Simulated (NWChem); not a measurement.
System: pyrrole (C4H5N); SMILES c1cc[nH]c1

Program: NWChem. Pople sets run with spherical d functions. Coordinates come from a PBE0/def2-SVP optimisation. Computed dipoles belong to the equilibrium geometry; the measured one is vibrationally averaged.

Measured dipole moment: 1.84 D (NIST CCCBDB, as tabulated in the package chemicals).

| level | dipole moment (D) | computed − measured |
|---|---|---|
| B3LYP/STO-3G | 2.02 | +0.18 |
| B3LYP/3-21G | 2.07 | +0.23 |
| B3LYP/6-31G* | 1.95 | +0.11 |
| B3LYP/6-31+G* | 1.97 | +0.13 |
| B3LYP/def2-SVP | 2.03 | +0.19 |
| B3LYP/def2-SVPD | 1.89 | +0.05 |
| B3LYP/def2-TZVP | 1.94 | +0.10 |
